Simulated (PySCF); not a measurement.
```xyz
5

Cl    -1.4790    -0.3904    -1.3273
Si     0.0000     0.0000     0.0000
Cl     0.0682     1.9903     0.3686
Cl    -0.3627    -0.9944     1.7267
Cl     1.7735    -0.6055    -0.7680
```

Charge 0, multiplicity 1.

**Question.** Give the Mulliken and meta-Löwdin atomic charges from r2SCAN-D4/def2-TZVP (PySCF 2.14.0).

**Answer.** 
```json
[
 {"atom": "Cl1", "Mulliken (e)": "-0.18", "meta-Löwdin (e)": "-0.25"},
 {"atom": "Si2", "Mulliken (e)": "0.72", "meta-Löwdin (e)": "0.98"},
 {"atom": "Cl3", "Mulliken (e)": "-0.18", "meta-Löwdin (e)": "-0.25"},
 {"atom": "Cl4", "Mulliken (e)": "-0.18", "meta-Löwdin (e)": "-0.25"},
 {"atom": "Cl5", "Mulliken (e)": "-0.18", "meta-Löwdin (e)": "-0.25"}
]
```
